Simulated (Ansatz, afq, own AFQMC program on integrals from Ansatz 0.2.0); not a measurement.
**Where AFQMC and coupled cluster stand for GeH₂⁺, doublet**

```yaml
atoms:
  - { symbol: Ge, position_ang: [-0.5707, 0.4056, -0.2640] }
  - { symbol: H, position_ang: [0.7845, 0.7455, 0.5100] }
  - { symbol: H, position_ang: [-0.2138, -1.1511, -0.2460] }
```

Basis def2-TZVP. Noble-gas cores (and the filled d shells of Ga–Kr and In–Xe) are frozen. AFQMC by an in-house program on the Cholesky factors that Ansatz 0.2.0 writes for its CCSD(T) run. ph-AFQMC/CISD is guided by a CISD state made of CCSD amplitudes; releasing the constraint for a short imaginary time cuts its bias at the price of noise, slowly where states lie close. Uncertainties: one standard error, sampling alone. No spin–orbit coupling.

Determinant: UHF, the one that the program's search chose, which needn't be the lowest solution. The geometry is a PBE0/def2-SVP stationary point of this or a neighbouring charge and spin state.

Full CI on the same integrals is exact in this basis and with this determinant's frozen core.

Cautions: no relativity below Rb; no spin-orbit coupling; inner d shell frozen; the ph-AFQMC/CISD walk drifts between its halves (2.9 errors).

* T1 diagnostic: 0.0183
* weight of the determinant in the CISD state: 0.936
* ⟨S²⟩ of the determinant: 0.767
* size of the correlated space: 5 electrons in 46 orbitals

Reference: full CI, correlation energy -2.568 eV. The released energy is read at 2.40 1/Eh (meV from the phaseless value at times in 1/Eh: -0.8 ± 1.0 at 0.24, -1.8 ± 0.8 at 0.51, -2.8 ± 0.7 at 0.99, -5.6 ± 0.9 at 1.62, -5.8 ± 0.8 at 2.40).

| level | E − E(reference) (kcal/mol) | share of correlation (%) |
| --- | --- | --- |
| HF | 59.23 | 0.00 |
| MP2 | 15.09 | 74.52 |
| CCSD | 1.69 | 97.14 |
| CCSD(T) | 0.41 | 99.31 |
| CCSDT | 0.02 | 99.96 |
| CCSDT(Q) | 0.00 | 100.00 |
| ph-AFQMC/CISD | 0.14 ± 0.03 | 99.76 |
| released AFQMC | 0.01 ± 0.02 | 99.99 |

CCSDT and higher add their correlation energy to the determinant of the CCSD(T) run, since their own runs factorise the integrals more tightly (a shift of under 2 meV). A walk keeps the symmetry of its determinant, which the program's search chose and which needn't be the lowest solution, so a lower state of the same spin and another symmetry isn't excluded. Released energies are given only where the last usable release times agree within the noise; a slower fall can still hide under it.
